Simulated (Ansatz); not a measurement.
How far each method lies from UCCSDT(Q) for [Br···H···Cl], doublet

Geometry: a point of a hydrogen-transfer path between rigid fragments, not a stationary point.

```json
{"atom": "Br", "x (Å)": "0.0000", "y (Å)": "0.0000", "z (Å)": "-1.8317"}
{"atom": "H", "x (Å)": "0.0000", "y (Å)": "0.0000", "z (Å)": "0.1323"}
{"atom": "Cl", "x (Å)": "0.0000", "y (Å)": "0.0000", "z (Å)": "1.6993"}
```

Basis cc-pVTZ; Ansatz 0.2.0. Only valence electrons are correlated (noble-gas cores and the filled d shells of p-block atoms frozen), which leaves 15 electrons in 72 orbitals. R marks a restricted (for open shells ROHF) determinant, U an unrestricted one. Active spaces: valence = (15e, 9o) chosen from the atoms' valence shells; pair = (3e, 3o) about the gap. No spin–orbit coupling is included, and no scalar relativity.

Full CI isn't at hand for all of this; UCCSDT(Q) serves as the reference, and is uncertain by about the last step of the cluster series. The frozen core follows each run's orbitals, which can shift R against U totals by a few meV for light atoms and by up to 0.1 eV past Ca.

The UHF ⟨S²⟩ is 0.760. The T1 diagnostic (RCCSD) is 0.0123, the largest doubles amplitude (RCCSD) is 0.052 and the T1 diagnostic (UCCSD) is 0.0093.

```
   level  E − E(RHF) (eV)
     UHF          -0.1357
    UMP2          -9.6067
   UCCSD         -10.6161
UCCSD(T)         -11.0050
```

Question: Estimate how far UCCSDT(Q) in cc-pVTZ lies from UCCSD(T). The table doesn't fix it; the size of (T) and the diagnostics are the guide.

Answer: UCCSDT(Q) in cc-pVTZ lies 4.6 kJ/mol below UCCSD(T), which is 12 % of the (T) step (-37.5 kJ/mol). The diagnostics are small and the rest is a small part of (T), but (T) is large here. The miss exceeds 1 kcal/mol.

The other levels:

| level | E − E(UCCSDT(Q)) (kJ/mol) | share of correlation (%) | wall time |
| --- | --- | --- | --- |
| UCCSDT | 1.7 | 99.84 | – |

The correlation energy at UCCSDT(Q), counted from RHF, is -11.053 eV. That run took 24 s on 2 threads of AMD EPYC 7R13 with a shared H100 80 GB, shared host.

Run but not shown, since their state or frozen core can't be matched to the reference's or they repeat it: RHF, RMP2, RCCSD, RCCSD(T), BCCD(T), RCCSDT, RCCSDT(Q), CASSCF (pair space), NEVPT2 (pair space), MRCISD (pair space), MRCISD+Q (pair space), CASSCF (valence space), NEVPT2 (valence space), MRCISD (valence space), MRCISD+Q (valence space).

Times hold each run's SCF and search for its determinant on a shared host, so for small cases they say little of a method's own cost; they ran on 1 thread of AMD EPYC 7R13.

Natural occupations of CASSCF (valence space) about the gap: 1.999 1.999 1.999 1.961 1.000 0.042; effectively unpaired electrons, Σ n²(2−n)², 1.01.
